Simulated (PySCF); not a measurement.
# A workflow on CH3FS2 (SMILES FC(S)S)

Wanted: a structure relaxation (revPBE0-D3(BJ)/STO-6G), then a single-point energy (NEVPT2(8,8)/3-21G), then the vertical excitations (TD-PBE50/6-31G) of CH3FS2. The job is set up through a Python script.

The results are computed with PySCF 2.14.0.

1 further run of the same task is left out (for a faulty analytic Hessian).

## 1. The molecule

The species is CH3FS2 (7 atoms), meant as a singlet with charge 0. SMILES: `FC(S)S`. The shape comes from a force field and isn't a relaxed structure. This is one conformer, not always the lowest. The run starts from this shape.

Bond lengths: F1–C2 1.391 Å, C2–S3 1.772 Å, C2–S4 1.804 Å, C2–H5 1.082 Å, S3–H6 1.342 Å, S4–H7 1.311 Å. Angles: F1–C2–S3 107.3°, F1–C2–S4 110.4°, S3–C2–S4 108.7°, F1–C2–H5 110.5°, S3–C2–H5 109.3°, S4–C2–H5 110.6°, C2–S3–H6 96.5°, C2–S4–H7 96.5°.

## 2. A structure relaxation at revPBE0-D3(BJ)/STO-6G (sfX2C, density fitting) (run 1)

run.py

```python
from pyscf import gto, dft
from pyscf.geomopt.geometric_solver import kernel as optimise

mol = gto.M(
    atom=[
    ('F', (-0.592800, -1.428700, 0.627300)),
    ('C', (-0.362600, -0.181400, 0.055900)),
    ('S', (1.194300, 0.401100, 0.669600)),
    ('S', (-0.259400, -0.322300, -1.739200)),
    ('H', (-1.141700, 0.513900, 0.338300)),
    ('H', (0.981900, 0.078900, 1.955200)),
    ('H', (0.241500, 0.870600, -1.952900)),
],
    cart=True,
    max_memory=1860,
    basis='sto-6g',
    verbose=4,
)

mf = dft.RKS(mol)
mf.xc = 'revpbe0'
mf = mf.sfx2c1e()
mf = mf.density_fit()
mf.disp = 'd3bj'
converged, mol_eq = optimise(mf, maxsteps=100)
print('converged:', converged)
print(mol_eq.tostring())

mf.reset(mol_eq)
mol = mol_eq
mf.kernel()
e_final = mf.e_tot
print(f'total energy: {e_final:.8f} hartree')
```

Started as:

```sh
$ OMP_NUM_THREADS=1 python run.py
```

Output:

```text
PySCF version 2.14.0

[... 61 lines left out ...]
> Convergence Criteria:
[... 423 lines left out ...]
converged SCF energy = -934.521717952862
[... 618 lines left out ...]
WARN: Even tempered Gaussians are generated as DF auxbasis for  F C S H
[... 557 lines left out ...]
converged SCF energy = -934.524527435331
[... 622 lines left out ...]
WARN: Even tempered Gaussians are generated as DF auxbasis for  F C S H
[... 428 lines left out ...]
converged SCF energy = -934.525548281689
total energy: -934.52554828 hartree
```

Run time: 2.1 min. Hardware: 1 thread of Arm Neoverse V1, shared host; peak memory 0.39 GiB.

The path in brief:

| step | energy from the first frame kept (eV) | largest force (eV/Å) |
| --- | --- | --- |
| 0 | 0.0000 | 2.7731 |
| 1 | -0.2415 | 0.6781 |
| 2 | -0.2739 | 0.1978 |
| 3 | -0.2839 | 0.1329 |
| 4 | -0.2962 | 0.2802 |
| 5 | -0.3032 | 0.1532 |
| 6 | -0.3048 | 0.0365 |
| 7 | -0.3055 | 0.0470 |
| 8 | -0.3069 | 0.1368 |
| 9 | -0.3090 | 0.2150 |
| 10 | -0.3111 | 0.1760 |
| 11 | -0.3134 | 0.0474 |
| 12 | -0.3458 | 0.3286 |
| 13 | -0.3536 | 0.0895 |
| 14 | -0.3603 | 0.1370 |
| 15 | -0.3759 | 0.5729 |
| 16 | -0.3830 | 0.4127 |
| 17 | -0.3873 | 0.0616 |
| 18 | -0.3876 | 0.0141 |
| 19 | -0.3878 | 0.0142 |
| 20 | -0.3881 | 0.0162 |
| 21 | -0.3881 | 0.0067 |
| 22 | -0.3881 | 0.0024 |
| 23 | -0.3881 | 0.0063 |

After the run. Bond lengths: F1–C2 1.403 Å, C2–S3 1.837 Å, C2–S4 1.837 Å, C2–H5 1.117 Å, S3–H6 1.356 Å, S4–H7 1.355 Å. Angles: F1–C2–S3 111.7°, F1–C2–S4 111.7°, S3–C2–S4 107.7°, F1–C2–H5 107.3°, S3–C2–H5 109.2°, S4–C2–H5 109.2°, C2–S3–H6 93.5°, C2–S4–H7 93.4°.

## 3. The energy at NEVPT2(8,8)/3-21G (density fitting with def2-universal-jkfit) (run 3)

job.py

```python
from pyscf import gto, scf, mcscf, mrpt

mol = gto.M(
    atom='''
F     -0.728884    -1.211526     0.255838
C     -0.091650     0.016804     0.026381
S      1.433182     0.190469     1.036728
S      0.379816     0.218539    -1.737931
H     -0.812178     0.822229     0.308233
H      0.749588     0.258312     2.205351
H     -0.907034     0.288135    -2.158058
''',
    spin=0,
    cart=True,
    basis='3-21g',
    max_memory=1860,
    charge=0,
    verbose=3,
)

myscf = scf.RHF(mol)
myscf = myscf.density_fit(auxbasis='def2-universal-jkfit')
myscf.kernel()

cas = mcscf.CASSCF(myscf, 8, 8)
cas.fix_spin_(ss=0.0)
cas.natorb = True
cas.kernel()
e_pt2 = mrpt.NEVPT(cas).kernel()
e_final = cas.e_tot + e_pt2
print('E = %.10f Eh' % e_final)
```

Started as:

```sh
$ OMP_NUM_THREADS=1 python job.py
```

Output:

```text
converged SCF energy = -929.370367022808
CASSCF energy = -929.451861076637
CASCI E = -929.451861076637  E(CI) = -13.1415255897986  S^2 = 0.0000000
Sr    (-1)',   E = -0.00793211396486
Si    (+1)',   E = -0.00188656392354
Sijrs (0)  ,   E = -0.16423367813465
Sijr  (+1) ,   E = -0.01561975378873
Srsi  (-1) ,   E = -0.02543176450309
Srs   (-2) ,   E = -0.00678643385331
Sij   (+2) ,   E = -0.00413869065224
Sir   (0)' ,   E = -0.04089881566524
Nevpt2 Energy = -0.266927814485654
E = -929.7187888911 Eh
```

Wall time 29 s (1 thread of Arm Neoverse V1, shared host); peak memory 0.15 GiB.

## 4. The vertical excitations at TD-PBE50/6-31G (density fitting, COSMO acetonitrile, spin of roots triplet) (run 4)

geometry.xyz

```xyz
7
CH3FS2
F     -0.728884    -1.211526     0.255838
C     -0.091650     0.016804     0.026381
S      1.433182     0.190469     1.036728
S      0.379816     0.218539    -1.737931
H     -0.812178     0.822229     0.308233
H      0.749588     0.258312     2.205351
H     -0.907034     0.288135    -2.158058
```

job.py

```python
from pyscf import gto, dft, tdscf, solvent

mol = gto.M(
    atom='geometry.xyz',
    max_memory=1860,
    basis='6-31g',
    verbose=4,
)

myscf = dft.RKS(mol, xc='pbe50')
myscf = myscf.density_fit()
myscf = myscf.PCM()
myscf.with_solvent.method = 'COSMO'
myscf.with_solvent.eps = 35.688  # acetonitrile
myscf.kernel()

e_tot = myscf.e_tot
print('E = %.10f Eh' % e_tot)

td = tdscf.TDDFT(myscf)
td.nstates = 4
td.singlet = False
td.kernel()
td.analyze()
roots = td.e * 27.211386
```

Started as:

```sh
$ OMP_NUM_THREADS=1 python job.py
```

Output:

```text
PySCF version 2.14.0

[... 69 lines left out ...]
Solvent Energy = -0.0275775936178382
[... 11 lines left out ...]
Solvent Energy = -0.0167268092954185
[... 11 lines left out ...]
Solvent Energy = -0.0165714597353214
[... 11 lines left out ...]
Solvent Energy = -0.0165707452324336
[... 45 lines left out ...]
** Transition electric dipole moments (AU) **
[... 6 lines left out ...]
** Transition velocity dipole moments (imaginary part, AU) **
state          X           Y           Z        Dip. S.      Osc.
  1        -0.0000     -0.0000     -0.0000      0.0000      0.0000
  2        -0.0000     -0.0000     -0.0000      0.0000      0.0000
  3        -0.0000     -0.0000     -0.0000      0.0000      0.0000
  4        -0.0000     -0.0000     -0.0000      0.0000      0.0000

** Transition magnetic dipole moments (imaginary part, AU) **
state          X           Y           Z
  1        -0.0000     -0.0000     -0.0000
  2        -0.0000     -0.0000     -0.0000
  3        -0.0000     -0.0000     -0.0000
  4        -0.0000     -0.0000     -0.0000
```

Wall time 76 s (1 thread of Arm Neoverse V1, shared host); peak memory 0.47 GiB.

The roots found:

```
excited state  energy (eV)
            1        5.762
            2        5.974
            3        7.084
            4        7.283
```

## 5. Summary of results

```
                                                       quantity          value
          run 1, revPBE0-D3(BJ)/STO-6G: total energy at the end  -934.52555 Eh
                    run 1, revPBE0-D3(BJ)/STO-6G: dipole moment         1.61 D
                      run 1, revPBE0-D3(BJ)/STO-6G: HOMO energy       -3.93 eV
                      run 1, revPBE0-D3(BJ)/STO-6G: LUMO energy        5.87 eV
                    run 1, revPBE0-D3(BJ)/STO-6G: HOMO–LUMO gap        9.80 eV
                run 1, revPBE0-D3(BJ)/STO-6G: dispersion energy  -33.38 kJ/mol
                         run 3, NEVPT2(8,8)/3-21G: total energy  -929.71879 Eh
 run 3, NEVPT2(8,8)/3-21G: dipole moment (Hartree–Fock density)         2.89 D
  run 3, NEVPT2(8,8)/3-21G: HOMO energy (Hartree–Fock orbitals)      -10.72 eV
  run 3, NEVPT2(8,8)/3-21G: LUMO energy (Hartree–Fock orbitals)        3.54 eV
run 3, NEVPT2(8,8)/3-21G: HOMO–LUMO gap (Hartree–Fock orbitals)       14.26 eV
       run 4, TD-PBE50/6-31G: ground-state or mean-field energy  -935.63407 Eh
 run 4, TD-PBE50/6-31G: dipole moment (PBE50 Kohn–Sham density)         3.89 D
  run 4, TD-PBE50/6-31G: HOMO energy (PBE50 Kohn–Sham orbitals)       -8.86 eV
  run 4, TD-PBE50/6-31G: LUMO energy (PBE50 Kohn–Sham orbitals)        1.05 eV
run 4, TD-PBE50/6-31G: HOMO–LUMO gap (PBE50 Kohn–Sham orbitals)        9.90 eV
              run 4, TD-PBE50/6-31G: solvent term in the energy   -43.5 kJ/mol
        run 4, TD-PBE50/6-31G: lowest triplet excitation energy        5.76 eV
```

In words: The optimisation (run 1, revPBE0-D3(BJ)/STO-6G) took 23 steps and changed the energy by -0.388 eV. Mulliken charges (run 1, revPBE0-D3(BJ)/STO-6G) run from -0.12 on C2 to +0.09 on S3; they depend strongly on the basis. Mulliken charges (run 4, TD-PBE50/6-31G) of the mean-field density run from -0.38 on C2 to +0.31 on H5.
